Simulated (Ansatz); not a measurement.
# SiH2Cl (chlorosilyl radical): UHF/STO-3G

Aim: the vertical doublet–quartet gap of SiH2Cl (chlorosilyl radical) at UHF/STO-3G, from 2 runs. 

Program for the calculation: Ansatz 0.2.0.

52 further runs of the same task are left out: 52 set aside as unsound or not needed.

## 1. The molecule

The species is SiH2Cl (4 atoms), meant as a doublet with charge 0. SMILES: `[SiH2]Cl`. The shape is that of a GFN2-xTB optimisation.

Bond lengths: Si1–Cl2 2.022 Å, Si1–H3 1.451 Å, Si1–H4 1.451 Å. Angles: Cl2–Si1–H3 110.3°, Cl2–Si1–H4 110.2°, H3–Si1–H4 114.9°.

## 2. The energy at UHF/STO-3G

in.yaml

```yaml
crystal:
  periodic: [false, false, false]
  atoms:
    - symbol: Si
      position_ang: [-0.283580, 0.237700, 0.131590]
    - symbol: Cl
      position_ang: [1.597690, -0.059610, 0.811090]
    - symbol: H
      position_ang: [-1.065000, -0.978280, 0.263310]
    - symbol: H
      position_ang: [-0.249110, 0.800200, -1.205980]
basis:
  gaussian:
    orbitals: STO-3G
magnetization:
  spin_polarized: true
  initial_magnetization: 1
hamiltonian:
  xc: hf
accuracy: high
```

On the command line:

```
$ ansatz run in.yaml --threads 1 --pin off --max-ram 2610MiB --events-out events.jsonl --progress --plain --runs-dir runs
```

Output:

```text
Warning: RAYON_NUM_THREADS=1 ignored (pool sized by the plan → 1); use --threads N
Functional definition: HF
  name "HF"
  exchange = exact_x
  correlation = 0
341 factors; integrals over basis functions are off by at most 3.1e-9 eV
mean field evaluation 1: about -20172.0313 eV, gradient 8.0e0 eV
mean field evaluation 2: about -20172.0569 eV, gradient 8.0e0 eV
mean field evaluation 4: about -20172.8851 eV, gradient 8.1e-1 eV
mean field evaluation 8: about -20172.9031 eV, gradient 1.2e-2 eV
mean field -20172.90308325 eV, -741.3405146245 hartree, gradient 7.0e-8 eV, S^2 0.751516; 0 other end points of the search recorded, 0 dependent functions left out
reference -20172.90308325 eV, -741.3405146245 hartree; 17, 16 occupied and 3, 4 virtual orbitals, 341 factors
Total energy: -20172.90308325 eV, -741.3405146245 hartree
```

Wall time 0.18 s (1 thread of AMD EPYC 7R43 (Zen 3), shared host).

## 3. The quartet

run.yaml

```yaml
crystal:
  periodic: [false, false, false]
  atoms:
    - symbol: Si
      position_ang: [-0.283580, 0.237700, 0.131590]
    - symbol: Cl
      position_ang: [1.597690, -0.059610, 0.811090]
    - symbol: H
      position_ang: [-1.065000, -0.978280, 0.263310]
    - symbol: H
      position_ang: [-0.249110, 0.800200, -1.205980]
basis:
  gaussian: {orbitals: STO-3G}
magnetization: {spin_polarized: true, initial_magnetization: 3}
hamiltonian: {xc: hf}
accuracy: high
```

On the command line:

```
$ ansatz run run.yaml --threads 1 --pin off --max-ram 2610MiB --events-out events.jsonl --progress --plain --runs-dir runs
```

Output:

```text
Warning: RAYON_NUM_THREADS=1 ignored (pool sized by the plan → 1); use --threads N
Functional definition: HF
  name "HF"
  exchange = exact_x
  correlation = 0
341 factors; integrals over basis functions are off by at most 3.1e-9 eV
mean field evaluation 1: about -20160.8937 eV, gradient 6.3e0 eV
mean field evaluation 2: about -20160.9808 eV, gradient 6.3e0 eV
mean field evaluation 4: about -20162.1523 eV, gradient 2.4e0 eV
mean field evaluation 8: about -20162.9254 eV, gradient 2.5e-1 eV
mean field evaluation 16: about -20162.9249 eV, gradient 2.9e-8 eV
mean field evaluation 32: about -20162.8181 eV, gradient 2.9e-1 eV
mean field evaluation 64: about -20161.6140 eV, gradient 4.6e-1 eV
mean field evaluation 96: about -20161.2616 eV, gradient 2.9e0 eV
mean field -20162.92486534 eV, -740.9738218798 hartree, gradient 2.9e-8 eV, S^2 3.751237; 2 other end points of the search recorded, 0 dependent functions left out
reference -20162.92486534 eV, -740.9738218798 hartree; 18, 15 occupied and 2, 5 virtual orbitals, 341 factors
Total energy: -20162.92486534 eV, -740.9738218798 hartree
```

It took 0.34 s on 1 thread of AMD EPYC 7R43 (Zen 3), shared host.

## 4. Results

At UHF/STO-3G:

```
                                        quantity          value
                           doublet: total energy  -741.34051 Eh
                                   doublet: ⟨S²⟩          0.752
                           quartet: total energy  -740.97382 Eh
                                   quartet: ⟨S²⟩          3.751
vertical energy of the quartet above the doublet       9.978 eV
```

What this shows: At this shape the quartet lies 9.98 eV (963 kJ/mol) above the doublet. In a minimal basis such a difference can be off by several eV, whatever the method.
